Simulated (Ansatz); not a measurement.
System: hcp Zr. Method: PBE (Ansatz, a quantum-chemistry and plane-wave program, PAW).

Numerical settings: plane-wave cutoff 500 eV, 30×30×14 k mesh (along the axes of the cell as run), Fermi–Dirac smearing 0.1 eV, scalar-relativistic PAW data made under PBE.

Computed at the level's own relaxed cell.

Estimate the equilibrium volume per atom, equilibrium lattice constant a and c axis length that the calculation returns.


- equilibrium volume per atom = 23.40 Å³/atom
- equilibrium lattice constant a = 3.231 Å
- c axis length = 5.178 Å

Measured, for comparison: lattice constant a 3.232 Å, lattice parameter c 5.148 Å (293 K, no zero-point or thermal correction; as tabulated in Wikipedia's data pages). Computed (rounded) less measured: lattice constant a 0.0 %, lattice parameter c +0.6 %.

Computed values are for the static lattice.
